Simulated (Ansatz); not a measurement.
# CH3OS: the cost of one run

Program: Ansatz 0.2.0. Level of theory: RKS PBE0-D4/def2-SVPD. These are calculated values, not measurements.

### Step 1. The structure to begin with

Bond lengths: C1–S2 1.634 Å, S2–O3 1.965 Å, C1–H4 1.086 Å, C1–H5 1.084 Å, O3–H6 0.958 Å. Angles: C1–S2–O3 115.8°, S2–C1–H4 120.8°, S2–C1–H5 120.8°, H4–C1–H5 115.7°, S2–O3–H6 101.3°.

As a file:

```xyz
6

C    -0.8167    0.2331   -0.8069
S     0.6873   -0.3544   -0.5593
O     1.4588   -0.0068    1.2137
H    -1.6881   -0.2963   -0.4345
H    -0.9709    1.2768   -1.0572
H     1.3296   -0.8525    1.6442
```

### Step 2. End point A

Input file input.yaml:

```yaml
crystal:
  periodic: [false, false, false]
  atoms:
    - { symbol: C, position_ang: [-0.81668, 0.23313, -0.80691] }
    - { symbol: S, position_ang: [0.68727, -0.3544, -0.55926] }
    - { symbol: O, position_ang: [1.4588, -0.00683, 1.21372] }
    - { symbol: H, position_ang: [-1.68811, -0.29627, -0.43454] }
    - { symbol: H, position_ang: [-0.97093, 1.27684, -1.0572] }
    - { symbol: H, position_ang: [1.32965, -0.85247, 1.64418] }
total_charge: -1
basis:
  gaussian: { orbitals: def2-SVPD }
hamiltonian:
  xc: pbe0
  dispersion: d4
relax:
  f_tol: 0.015
  max_steps: 40
```

Started as:

```
> ansatz run input.yaml --threads 1 --pin off --max-ram 2048MiB --backend cpu --events-out ev --progress --plain --runs-dir out
```

Q: Estimate wall time and peak memory on 1 thread of Intel Xeon 6975P-C (Granite Rapids), shared host.

About 15 s, with a peak of 0.19 GiB.
